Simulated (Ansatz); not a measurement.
**CH₅MgO+ (SMILES C[OH+][MgH]): functionals against CCSD(T) at one geometry**

How do the functionals fare away from a minimum? The structure is a frame of a short trajectory.

Computed with Ansatz 0.2.0, Gaussian basis. Level: single points in def2-TZVPP.

Cores are frozen in the correlated methods. The outer core shell of Li, Na, Mg and K is correlated.

## (1) The starting structure

SMILES `C[OH+][MgH]`, 8 atoms, charge 1, spin multiplicity 1.

Atoms are counted from 1 here; the program's logs count them from 0.

Bond lengths: C1–O2 1.446 Å, C1–H4 1.092 Å, C1–H5 1.096 Å, C1–H6 1.081 Å, O2–Mg3 1.868 Å, O2–H7 0.994 Å, Mg3–H8 1.792 Å. Angles: O2–C1–H4 104.1°, O2–C1–H5 107.0°, O2–C1–H6 109.4°, H4–C1–H5 110.4°, H4–C1–H6 113.1°, H5–C1–H6 112.4°, C1–O2–Mg3 111.7°, C1–O2–H7 111.6°, Mg3–O2–H7 136.7°, O2–Mg3–H8 174.5°.

Geometry (Å):

```
C    -0.67647    0.70773   -0.27854
O     0.67658    0.32969    0.06368
Mg    0.79933   -1.48574    0.48547
H    -0.58737    1.13867   -1.27744
H    -1.26780   -0.21393   -0.31242
H    -1.04849    1.41006    0.45415
H     1.29272    1.10912    0.03349
H     1.06047   -3.18847    0.97830
```

## (2) PBE-D4/def2-TZVPP

Contents of run/in.yaml:

```yaml
crystal:
  periodic: [false, false, false]
  atoms:
    - {symbol: C, position_ang: [-0.676470, 0.707728, -0.278539]}
    - {symbol: O, position_ang: [0.676584, 0.329692, 0.063680]}
    - {symbol: Mg, position_ang: [0.799326, -1.485742, 0.485468]}
    - {symbol: H, position_ang: [-0.587372, 1.138674, -1.277442]}
    - {symbol: H, position_ang: [-1.267803, -0.213935, -0.312421]}
    - {symbol: H, position_ang: [-1.048489, 1.410064, 0.454150]}
    - {symbol: H, position_ang: [1.292724, 1.109116, 0.033493]}
    - {symbol: H, position_ang: [1.060466, -3.188473, 0.978299]}
basis:
  gaussian: {orbitals: def2-TZVPP}
total_charge: 1
hamiltonian: {xc: pbe, dispersion: d4}
output: {forces: true}
```

Launch:

```console
> ansatz run in.yaml --threads 2 --pin off --events-out ev --progress --plain --max-ram 3481MiB
```

## (3) r2SCAN-D4/def2-TZVPP

run/in.yaml: that of step 2 with these lines changed.

```diff
@@ -14,3 +14,3 @@
 total_charge: 1
-hamiltonian: {xc: pbe, dispersion: d4}
+hamiltonian: {xc: r2scan, dispersion: d4}
 output: {forces: true}
```

## (4) PBE0-D4/def2-TZVPP

run/in.yaml: that of step 3 with these lines changed.

```diff
@@ -14,3 +14,3 @@
 total_charge: 1
-hamiltonian: {xc: r2scan, dispersion: d4}
-output: {forces: true}
+hamiltonian: {xc: pbe0, dispersion: d4}
+output: {forces: true, orbitals: {seedname: orbitals}}
```

## (5) wB97M-V/def2-TZVPP

run/in.yaml: that of step 4 with these lines changed.

```diff
@@ -14,3 +14,3 @@
 total_charge: 1
-hamiltonian: {xc: pbe0, dispersion: d4}
-output: {forces: true, orbitals: {seedname: orbitals}}
+hamiltonian: {xc: {name: wB97M-V}}
+output: {forces: true}
```

## (6) CCSD(T)/def2-TZVPP

run/in.yaml: that of step 5 with these lines changed.

```diff
@@ -14,3 +14,3 @@
 total_charge: 1
-hamiltonian: {xc: {name: wB97M-V}}
+correlation: {method: ccsd_t}
 output: {forces: true}
```

(Steps that only read results are left out.)

Before running it: what results should come out? Wanted: energy less free atoms, CCSD(T)/def2-TZVPP; RMS force component; RMS force error; HOMO and LUMO, PBE0-D4; T1 diagnostic.

**Answer**, as computed:

| quantity | value |
| --- | --- |
| energy less free atoms, CCSD(T)/def2-TZVPP | -1752.0 kJ/mol |
| RMS force component | 0.721 to 0.812 eV/Å over the methods |
| RMS force error | PBE-D4 0.160, r2SCAN-D4 0.041, PBE0-D4 0.100, wB97M-V 0.048 eV/Å |
| HOMO and LUMO, PBE0-D4 | -12.32 and -6.29 eV |
| T1 diagnostic | 0.010 |

**Reading.** Against CCSD(T) the functionals' energies less atoms differ by -70.8 to -31.8 kJ/mol, PBE-D4 by -70.8 kJ/mol. The reference is not at the basis limit: in triple zeta CCSD(T) underbinds, which counts against methods that bind more; the gaps are no ranking. For forces r2SCAN-D4 does best and PBE-D4 worst. Frozen-core CCSD(T) forces in triple zeta carry basis errors of their own, and this is one geometry, so small gaps rank nothing.
